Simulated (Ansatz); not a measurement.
A structure of C relaxed with PBEsol (plane waves to 420 eV, PAW, scalar-relativistic; Ansatz, a program for electronic structure); single points at other levels follow on the same geometry (Ansatz, PAW; HSE06 at 420 eV on a 10×10×10 k-mesh; no spin-orbit coupling). Space group Fd-3m (No. 227).

C is taken in the cubic space group Fd-3m, origin choice 1 (No. 227), the diamond structure, Pearson symbol cF8. Lattice parameters: a = b = c = 3.554 Å, α = β = γ = 90.00°. C on 8a is surrounded by 4 C at 1.539 Å (tetrahedral). (Neighbours: up to the widest gap in distance over summed covalent radii, below 1.35, at either atom.)
(The calculation used a cell of 2 atoms; values per cell refer to that cell.)

| level | gap (eV) | kind | conduction minimum |
|---|---|---|---|
| PBEsol | 4.04 | indirect | 75 % of the way from Γ to X |
| HSE06 | 5.32 | – | k = (0.375, 0, 0.375) |

HSE06 gaps come from a coarse mesh plus a few chosen points, so they may be too large. No spin polarisation in the result.

Measured for C: a 3.553 Å (static lattice; corrected from measurement; as listed in Daniel Mejia-Rodriguez, S. B. Trickey, Phys. Rev. B (2018)); gap 5.85 eV (static lattice; corrected from measurement; as listed in Wei Chen et al., Physical Review Materials (2018)). Computed minus measured — a: PBEsol 0.0 %; gap: PBEsol -1.81 eV, HSE06 -0.53 eV. The computed values are for a static lattice, and a measured gap can be an optical one, lowered by exciton binding.

The run could not lose the symmetry of its start; a randomly shaken copy of 4 atoms returns to this structure.
